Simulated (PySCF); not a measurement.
## Quadrupole coupling of cyanoacetylene: levels of theory against gas-phase measurements

Values to reproduce (atoms as numbered below): 14N at N4: χzz = -4.3192 MHz [1].
[1] measured, gas; W. C. Bailey, Calculation of NQCC in Gaseous State Molecules (compilation of microwave values)

Compound: cyanoacetylene, C3HN.
Bonds: C1–C2 (triple), C2–C3, C3–N4 (triple). Hydrogens: H5 on C1.

Question: How do the computed couplings compare?

Answer: PySCF, non-relativistic, all at one geometry, with Q(14N) = 0.02044 b:

```tsv
level	functions	14N N4 (MHz)	computed/reference − 1 (%)
B3LYP/pcJ-1	118	-4.822	+11.6
PBE0/pcSseg-1	73	-4.797	+11.1
```

Closest here is PBE0/pcSseg-1 (11.1 % unsigned error), furthest B3LYP/pcJ-1 (11.6 %); one molecule doesn't rank methods. Computed values are for fixed nuclei, while measured ones can include vibrational averaging. Geometry: GFN2-xTB; no solvent, vibrations or thermal averaging. GFN2-xTB bond lengths can be off by several hundredths of an ångström, more for odd bonds, and the gradients follow them.
